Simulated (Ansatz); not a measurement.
A calculation with Ansatz (development build ahead of 0.2.0).

```yaml
crystal:
  periodic: [false, false, false]
  atoms:
    - { symbol: C, position_ang: [-0.01742, 0.01678, -0.64254] }
    - { symbol: O, position_ang: [-0.03997, -0.03844, 0.76071] }
    - { symbol: H, position_ang: [-0.01227, -1.0215, -1.02219] }
    - { symbol: H, position_ang: [-0.87633, 0.4428, -1.03479] }
    - { symbol: H, position_ang: [0.90094, 0.46738, -1.12474] }
    - { symbol: H, position_ang: [-0.01352, 0.87448, 1.10483] }
basis:
  gaussian: { orbitals: def2-TZVP }
hamiltonian:
  xc: hf
output:
  forces: true
```

The input is written out in the form of the current development build from the run's settings.

Output:

```
Converged                       : yes
Total energy                    : -115.08654 hartree
Spin squared of the determinant : 0.000
Stability test                  : minimum among restricted orbitals
```

Forces (eV/Å):
```tsv
atom	Fx	Fy	Fz
C1	2.262	-1.920	-0.470
O2	0.383	2.064	0.038
H3	-0.021	0.538	0.521
H4	-1.524	1.184	-0.633
H5	-1.041	-0.110	1.088
H6	-0.059	-1.757	-0.543
```
